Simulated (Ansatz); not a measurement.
Input file:

```yaml
crystal:
  periodic: [false, false, false]
  atoms:
    - {symbol: Al, position_ang: [0.000000, -0.020990, 0.000000]}
    - {symbol: H, position_ang: [0.000000, 0.280946, -1.669734]}
    - {symbol: H, position_ang: [0.000000, 0.280947, 1.669734]}
basis:
  gaussian: {orbitals: def2-mTZVP}
total_charge: -1
correlation: {active_space: {window: {electrons: 2, orbitals: 2}, places: [1, 2]}}
scf: {lower_state_search: light}
```

```sh
$ ansatz run in.yaml --threads 1 --pin off --events-out ev --progress --plain --max-ram 2393MiB
```

One thing in this input was set wrong on purpose, beside settings that are merely unusual. What is the gravest fault, and what does the program do?

Two definitions of the active space. How the run ends: refused.
```
Error: invalid value for `correlation.active_space`: name one of window, places and ras
```
